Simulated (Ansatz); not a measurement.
Input file:

```yaml
crystal:
  periodic: [false, false, false]
  atoms:
    - {symbol: B, position_ang: [0.000000, 0.000000, 0.005519]}
    - {symbol: B, position_ang: [0.000000, 0.000000, -1.188481]}
    - {symbol: H, position_ang: [0.000000, 0.000000, 1.182963]}
basis:
  gaussian: {orbitals: "6-31G*"}
magnetization: {spin_polarized: false, initial_magnetization: 1}
correlation: {method: sc_nevpt2, electrons: outside_noble_gas, active_space: {window: {electrons: 3, orbitals: 3}, states: [{multiplicity: 2, weights: [1, 1]}], root: 2}}
scf: {lower_state_search: off}
```

```sh
$ ansatz run in.yaml --threads 1 --pin off --events-out ev --progress --plain --max-ram 2393MiB
```

**Question.** One thing in this input was set wrong on purpose, beside settings that are merely unusual. What is the gravest fault, and what does the program do?

**Answer.** Root beyond the states. How the run ends: refused.
```
Error: the active space averages no state 2, counted from zero
```
